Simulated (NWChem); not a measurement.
# dimethyl sulfide (C₂H₆S); SMILES CSC

Computed with NWChem. Pople sets run with spherical d functions. STO-3G and 3-21G are far too small for this property and stand as cheap habits. The geometry was optimised at PBE0/def2-SVP. Vertical excitations in the gas phase; the lowest state need not have the same character in each row.

```
level                 basis functions  lowest excitation, singlet (eV)  orbital gap (eV)  relative time
--------------------  ---------------  -------------------------------  ----------------  -------------
PBE/3-21G, TDA                     43                             6.19              5.90              1
PBE/6-31G*, TDA                    58                             5.63              5.38              2
PBE/6-31+G*, TDA                   70                             4.88              4.77              3
PBE/def2-SVP, TDA                  76                             5.68              5.44              3
PBE/def2-SVPD, TDA                115                             5.06              4.94              7
PBE/def2-TZVP, TDA                135                             5.23              5.04             10
PBE/aug-cc-pVDZ, TDA              127                             4.52              4.53             10
```

The last column is a rough cost ratio, cheapest run = 1.
